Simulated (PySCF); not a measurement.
**Relaxation of singlet [BH4]-**

All numbers come from PySCF, PBE0, basis B def2-TZVPD, H def2-TZVPD (no relativity, density fitting). A (50,194) grid was used.

A start at or just off a symmetric point, pushed along the force that breaks its symmetry, of D2d symmetry, free to break it:

Coordinates in bohr (charge -1 multiplicity 1):
```
B     0.0000    0.0000    0.0000
H     2.4777    0.0000    0.0945
H     0.0000    2.4777   -0.0945
H    -2.4777    0.0000    0.0945
H     0.0000   -2.4777   -0.0945
```

At each step, columns x, y, z (Å) and Fx, Fy, Fz (eV/Å):

```
step 0  E − E(last) = 459.69 kJ/mol
B    0.000   0.000   0.000   0.000   0.000   0.000
H    1.311   0.000   0.050  -0.343   0.000   2.806
H    0.000   1.311  -0.050   0.000  -0.343  -2.806
H   -1.311   0.000   0.050   0.343   0.000   2.806
H    0.000  -1.311  -0.050   0.000   0.343  -2.806
step 1  E − E(last) = 257.78 kJ/mol
B    0.000   0.000   0.000   0.011   0.011   0.000
H    1.296   0.000   0.261  -1.256   0.000   1.931
H    0.000   1.296  -0.261   0.000  -1.256  -1.931
H   -1.295   0.000   0.261   1.245   0.000   1.934
H    0.000  -1.295  -0.261   0.000   1.245  -1.934
step 2  E − E(last) = 102.27 kJ/mol
B    0.000   0.000   0.000   0.015   0.015   0.000
H    1.219   0.000   0.468  -1.367  -0.001   0.939
H    0.000   1.219  -0.468  -0.001  -1.367  -0.939
H   -1.219   0.000   0.468   1.353  -0.001   0.944
H    0.000  -1.219  -0.468  -0.001   1.353  -0.944
step 3  E − E(last) = 22.50 kJ/mol
B    0.000   0.000   0.000   0.010   0.010   0.000
H    1.117   0.000   0.620  -0.878  -0.001   0.248
H    0.000   1.117  -0.620  -0.001  -0.878  -0.248
H   -1.117   0.000   0.620   0.870  -0.001   0.251
H    0.000  -1.117  -0.620  -0.001   0.870  -0.251
step 4  E − E(last) = 0.92 kJ/mol
B    0.000   0.000   0.000   0.001   0.001   0.000
H    1.034   0.000   0.704  -0.234   0.000  -0.025
H    0.000   1.034  -0.704   0.000  -0.234   0.025
H   -1.033   0.000   0.704   0.234   0.000  -0.026
H    0.000  -1.033  -0.704   0.000   0.234   0.026
step 5  E − E(last) = 0.00 kJ/mol
B    0.000   0.000   0.000   0.001   0.001   0.000
H    1.012   0.000   0.717  -0.012   0.000  -0.014
H    0.000   1.012  -0.717   0.000  -0.012   0.014
H   -1.012   0.000   0.717   0.011   0.000  -0.013
H    0.000  -1.012  -0.717   0.000   0.011   0.013
step 6  E − E(last) = 0.00 kJ/mol
B    0.000   0.000   0.000  -0.001  -0.001   0.000
H    1.012   0.000   0.716   0.000   0.000   0.000
H    0.000   1.012  -0.716   0.000   0.000   0.000
H   -1.012   0.000   0.716   0.002   0.000  -0.003
H    0.000  -1.012  -0.716   0.000   0.002   0.003
```

It ends at Td with B–H 1.239 Å (×4); H–B–H 109.5° (×6). A frequency run shows a minimum. Other isomers or separated fragments may lie lower.

The relaxation took 6.2 s on 2 threads of a shared Arm Neoverse N1 host, with 73 basis functions and 7 gradients; the process peaked at 0.55 GiB. Launch command: `OMP_NUM_THREADS=2 python axn.py task.json out`.
